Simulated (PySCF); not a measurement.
**NaS and its ions**

UHF-MP2; PySCF, spin-free X2C with a Gaussian nucleus, basis sets Na jorge-DZP-DKH, S jorge-DZP-DKH. Neutral (UHF): doublet (π ↑), Re = 2.511 Å, ωe = 333 cm⁻¹, De = 2.16 eV.

NaS⁺ (UHF): triplet (π ↑↑), Re = 2.933 Å, ωe = 158 cm⁻¹, De = 0.51 eV to Na⁺ + S. The energies at the minima are -560.83273 hartree for NaS and -560.58858 for NaS⁺.

Question: Work out the adiabatic ionisation energy, without and with harmonic zero-point energies (1 hartree = 27.2114 eV, 1 eV = 8065.5 cm⁻¹), and the change of the bond length.

Answer: At UHF-MP2: 0.24415 hartree = 6.644 eV between the minima; the zero-point term (158.0 − 333.0)/2 cm⁻¹ = -0.011 eV makes it 6.633 eV. Re changes by +42.2 pm against the neutral. The electron leaves a π orbital, and the ion is left as a loose complex of an ion and an atom.

Correlated steps freeze 6 core orbitals. Correlated levels converge slowly with the basis: in double zeta they bind strong bonds too weakly, by up to about 1 eV, and carry superposition errors of some tenths. For an ion De counts to the pair picked by the measured ionisation energies or electron affinities, which need not be the lowest pair at this level. States were picked by a PBE0 search and need not be the measured ground states.
